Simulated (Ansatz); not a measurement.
# Al2P: the cost of one run

The runs use Ansatz 0.2.0, Gaussian basis; the settings change from run to run.

27 further runs of the same task are left out: 6 for a known fault of the program, 7 that didn't finish, 14 set aside as unsound or not needed. Runs told in other sessions of the task aren't counted.

## 1. What is computed

The geometry is a PBE0/def2-TZVP stationary point (not a proven minimum) of the parent state, kept for this charge and spin.

3 atoms, charge 1, spin multiplicity 1.

Atoms are counted from 1 here; the program's logs count them from 0.

Bond lengths: Al1–P2 2.200 Å, P2–Al3 2.200 Å. Angles: Al1–P2–Al3 180.0°.

## 2. CCSDT on UHF/6-31G

in.yaml reads:

```yaml
crystal:
  periodic: [false, false, false]
  atoms:
    - {symbol: Al, position_ang: [0.000000, 0.000000, 2.199700]}
    - {symbol: P, position_ang: [0.000000, 0.000000, 0.000000]}
    - {symbol: Al, position_ang: [0.000000, 0.000000, -2.199700]}
basis:
  gaussian: {orbitals: 6-31G, point_charges: [{charge: -0.50, position_ang: [4.546, 0.360, -0.903]}]}
total_charge: 1
magnetization: {spin_polarized: true, initial_magnetization: 0}
hamiltonian: {pseudopotentials: {relativity: none}}
correlation: {method: ccsdt, electrons: outside_noble_gas}
scf: {lower_state_search: light}
output: {forces: true}
```

Command:

```bash
$ ansatz run in.yaml --threads 1 --pin off --events-out ev --progress --plain --max-ram 2393MiB
```

**Question.** How long does this run take on 1 thread of Arm Neoverse V1, shared host, and how much memory does it need?

About 36 s, with a peak of 0.29 GiB.
